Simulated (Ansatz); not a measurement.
For zinc-blende InP, LC-ωPBE (plane waves, PAW; Ansatz, an electronic-structure program) gives:

```
Property                           Value
------------------------------  --------
elastic constant C11             125 GPa
elastic constant C44            55.7 GPa
Voigt–Reuss–Hill shear modulus  42.0 GPa
```

Question: What does Hartree–Fock (Ansatz, PAW) give for the same quantities?

Answer: 
- elastic constant C11: 115 GPa (falls by 8.0 %)
- elastic constant C44: 56.8 GPa (goes up by 2.0 %)
- Voigt–Reuss–Hill shear modulus: 43.7 GPa (grows by 4.0 %)

For comparison: elastic constant C11 101 GPa (measured, temperature not stated, no zero-point or thermal correction; as tabulated in Oses et al. (2018), arXiv:1811.08464); elastic constant C44 45.6 GPa (measured, temperature not stated, not corrected to a static lattice; as tabulated in Oses et al. (2018), arXiv:1811.08464).

Changes are worked out from the printed values.

Unless a cell is named, each level is at its own relaxed cell (LC-ωPBE 24.44, Hartree–Fock 26.72 Å³/atom).

Ansatz's density-functional and Hartree–Fock values are scalar-relativistic unless marked +SOC, with PAW data made under PBE.
